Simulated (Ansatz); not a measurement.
A calculation with Ansatz (development build ahead of 0.2.0).

```yaml
crystal:
  periodic: [false, false, false]
  atoms:
    - { symbol: C, position_ang: [-0.01255, -0.3799, -0.05393] }
    - { symbol: O, position_ang: [-0.00303, -0.37363, 1.05192] }
    - { symbol: O, position_ang: [-0.01536, 0.65847, -0.94791] }
    - { symbol: H, position_ang: [-0.01999, -1.29387, -0.68475] }
    - { symbol: H, position_ang: [-0.03995, 1.415, -0.34512] }
basis:
  gaussian: { orbitals: def2-TZVP }
hamiltonian:
  xc: hf
```

The input is written out in the form of the current development build from the run's settings.

The run gave:

```
Converged                       : yes
Total energy                    : -188.83513 hartree
Spin squared of the determinant : 0.000
```
